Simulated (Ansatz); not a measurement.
Relaxation of CH₈OSi (11 atoms, charge 0, multiplicity 1), to a largest force component of 0.03 eV/Å in at most 50 steps.

Method: Ansatz 0.2.0, RKS revPBE-D4/def2-SVP.

```xyz
11
Properties=species:S:1:pos:R:3:forces:R:3
Si -1.000 0.646 0.280 -0.18 0.40 -0.30
C 0.178 -0.672 0.935 0.16 -0.35 0.39
H -1.629 0.205 -1.015 -0.03 0.00 0.00
H -2.128 0.868 1.259 0.03 -0.08 0.03
H -0.317 1.966 0.093 -0.01 0.06 0.00
H 1.561 -0.190 -0.936 0.16 0.04 0.04
O 1.318 0.347 -1.710 -0.03 -0.06 -0.06
H -0.295 -1.186 1.794 0.02 -0.09 0.06
H 0.421 -1.458 0.192 -0.04 -0.01 -0.05
H 1.132 -0.244 1.309 -0.04 0.05 -0.01
H 0.759 -0.282 -2.201 -0.04 0.04 -0.11
```

Question: Where does it end, and by what steps?

Answer: It converged. The force dipped under the threshold on the way, but the program's further checks kept it going. After 22 steps the energy has fallen by 0.098 eV; H6 moved furthest, 0.91 Å.

```tsv
step	energy less start (eV)	largest force component (eV/Å)	accepted
0	0.0000	0.396	yes
1	-0.0285	0.346	yes
2	0.0305	1.850	no
3	-0.0298	0.731	yes
4	-0.0421	0.213	yes
5	-0.0448	0.383	yes
6	-0.0518	0.122	yes
7	-0.0688	0.086	yes
8	-0.0648	0.484	no
9	-0.0776	0.048	yes
10	-0.0841	0.118	yes
11	-0.0830	0.539	no
12	-0.0900	0.064	yes
13	-0.0934	0.123	yes
14	-0.0914	0.551	no
15	-0.0963	0.025	yes
16	-0.0973	0.123	yes
17	-0.0976	0.069	yes
18	-0.0974	0.139	no
19	-0.0977	0.064	yes
20	-0.0977	0.039	no
21	-0.0978	0.033	yes
22	-0.0978	0.016	yes
```

```xyz
11
Properties=species:S:1:pos:R:3
Si -1.014 0.710 0.396
C 0.096 -0.662 1.095
H -1.714 0.262 -0.858
H -2.084 1.038 1.411
H -0.240 1.971 0.133
H 2.018 0.082 -1.675
O 1.095 0.169 -1.979
H -0.492 -1.573 1.325
H 0.869 -0.916 0.345
H 0.600 -0.332 2.026
H 0.865 -0.749 -2.219
```

Run time: 21 s on 2 threads of Intel(R) Xeon(R) Platinum 8488C (Sapphire Rapids), on a shared host, peak memory 0.14 GiB.
